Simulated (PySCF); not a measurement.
Structure problem from calculated spectra and properties.

Formula: C2H5NO.

| Quantity | Value |
| --- | --- |
| Rotational structure | rotational constants A, B, C: 20.114, 6.255, 4.919 GHz [GFN2-xTB] |
| 1H NMR | chemical shifts (computed TMS as zero) by class: 8.13 (1 H), 4.27 (1 H), 3.12 (3 H) ppm [GIAO PBE0/pcSseg-1] |
| Polarisability | 38.0 au [wB97X-D/def2-SVPD] |
| Dipole | 4.07 D [wB97X-D/def2-SVPD] |
| UV, first state | lowest singlet excitation: 5.90 eV (210 nm, f = 0.001) [TDDFT wB97X-D/def2-SVPD] |
| 13C NMR | chemical shifts (computed TMS as zero) by class: 160.1 (1 C), 24.2 (1 C) ppm [GIAO PBE0/pcSseg-1] |
| NMR, other nuclei | isotropic shieldings of nuclei other than C and H, by class: 143 (1 N), -74 (1 O) ppm [GIAO PBE0/pcSseg-1] |
| Couplings | largest of the computed one-bond spin–spin couplings (means over like bonds): 13C–1H +191.9, 13C–1H +143.3 (×3), 15N–1H -95.6, 17O–13C +25.4, 15N–13C -16.6, 15N–13C -12.6 Hz [B3LYP/pcJ-1] |

Electronic properties: PySCF, gas phase, density fitting. Levels stand in brackets. Isolated species at its GFN2-xTB geometry (one conformer only). Each NMR value is the plain mean over a class of atoms that symmetry, rotation or inversion makes alike.

Q: Propose a structure and show how it fits.

A: Numbering: `[CH3:1][NH:2][CH:3]=[O:4]`. Its formula, C2H5NO, gives 1 degree of unsaturation: 0 rings and 1 π bond in the structure found. 2 carbons fall into 2 classes; from least to most shielded: amide carbonyl carbon [C3] (160.1 ppm), N-methyl carbon [C1] (24.2 ppm). Hydrogen classes from least to most shielded: 1 H on an amide carbonyl carbon, C3 (8.13 ppm), 1 H on an amide nitrogen, N2 (4.27 ppm), 3 H on an N-methyl carbon, C1 (3.12 ppm, a mean of values up to 2.1 ppm apart in this geometry). The other shieldings belong to: 143 ppm, amide nitrogen [N2]; -74 ppm, amide oxygen [O4]. The couplings run between: +191.9 Hz, amide carbonyl carbon [C3] and its hydrogen; +143.3 Hz, N-methyl carbon [C1] and its hydrogen (with 2 like pairs); -95.6 Hz, amide nitrogen [N2] and its hydrogen; +25.4 Hz, amide oxygen [O4] and amide carbonyl carbon [C3]; -16.6 Hz, amide nitrogen [N2] and amide carbonyl carbon [C3]; -12.6 Hz, amide nitrogen [N2] and N-methyl carbon [C1]. The optimised geometry has point group Cs and is an asymmetric top. Structure: N-methylformamide (`CNC=O`). Computed isomers that give other values at the same levels: `CC(N)=O` (13C chemical shifts (computed TMS as zero) by class: 169.1 (1 C), 23.1 (1 C) ppm); `C/C=N\O` (rotational constant A: 18.833 GHz; this holds for the one conformer computed); `C/C=N/O` (rotational constant A: 47.981 GHz; this holds for the one conformer computed). The assignments are read from this structure; whether some other isomer fits the data as well wasn't checked.

The values belong to the conformer `[CH3:1][NH:2][CH:3]=[O:4]`: C1–N2–C3–O4 0°.
